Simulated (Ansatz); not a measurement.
H2O beside CH2F2: one fragment in the basis of the whole pair (the partner's atoms are ghosts).

Input (in.yaml):

```yaml
crystal:
  periodic: [false, false, false]
  atoms:
    - {symbol: F, position_ang: [-0.568945, 0.973148, 0.680723]}
    - {symbol: C, position_ang: [0.086757, -0.093291, 1.219591]}
    - {symbol: F, position_ang: [-0.837651, -0.974870, 1.658152]}
    - {symbol: H, position_ang: [0.684851, -0.556959, 0.433118]}
    - {symbol: H, position_ang: [0.670259, 0.262295, 2.072270]}
basis:
  gaussian:
    orbitals: "def2-TZVPPD.json"
    ghost_atoms:
      - {symbol: O, position_ang: [0.365025, 0.070422, -1.949374]}
      - {symbol: H, position_ang: [-0.170432, -0.350724, -2.624991]}
      - {symbol: H, position_ang: [-0.229864, 0.669881, -1.489588]}
hamiltonian: {xc: {name: wB97X-V}}
```

The basis file named in the input lies beside it (Basis Set Exchange, JSON).

Launched with

```bash
ansatz run in.yaml --threads 4 --pin off --events-out ev --progress --plain --max-ram 9574MiB
```

Output of Ansatz 0.2.0:

```
Functional definition: wB97X-V
  name "wB97X-V"
  cite "Mardirossian & Head-Gordon, Phys. Chem. Chem. Phys. 16, 9904 (2014) doi:10.1039/C3CP54374A"
  cite "Becke, J. Chem. Phys. 107, 8554 (1997) doi:10.1063/1.475007"
  cite "Vydrov & Van Voorhis, J. Chem. Phys. 133, 244103 (2010) doi:10.1063/1.3521275"
  parameter omega = 0.3/bohr
  parameter cx = 0.167
  parameter cx1 = 0.603
  parameter cx2 = 1.194
  parameter css0 = 0.556
  parameter css1 = -0.257
  parameter cos0 = 1.219
  parameter cos1 = -1.850
  parameter b = 6.0
  parameter c = 0.01
  exchange = spin_sum(e_x_unif_sr(omega)*poly(b97_u_x, 1 - cx, cx1, cx2)) + cx*exact_x_sr(omega) + exact_x_lr(omega)
  correlation = spin_sum(e_c_pw_same_spin*poly(b97_u_same, css0, css1))
      + integral(e_c_pw_opposite_spin*poly(b97_u_opposite, cos0, cos1)) + vv10(b, c)
972 factors; their error is unknown
306 factors; integrals over basis functions are off by at most 4.1e-5 eV
mean field evaluation 1: about -6502.6575 eV, gradient 3.0e1 eV
mean field evaluation 2: about -6502.7536 eV, gradient 3.2e1 eV
mean field evaluation 4: about -6503.9410 eV, gradient 4.6e-1 eV
mean field evaluation 8: about -6503.9440 eV, gradient 4.3e-1 eV
mean field evaluation 16: about -6503.9442 eV, gradient 1.3e-5 eV
mean field -6503.94423292 eV, -239.0155420281 hartree, gradient 1.3e-5 eV, S^2 0.000000; 0 other end points of the search recorded, 0 dependent functions left out
reference -6503.94423072 eV, -239.0155419473 hartree; 13, 13 occupied and 212, 212 virtual orbitals, 972 factors
Total energy: -6503.94423072 eV, -239.0155419473 hartree
```

The lines “mean field evaluation” count trial sets of orbitals through the whole run, from several starts and some on an approximate energy, so they need not fall steadily or lie above the final value.

Hardware: 4 CPU threads of an Arm Neoverse N1, shared host. Wall time about 7 s.
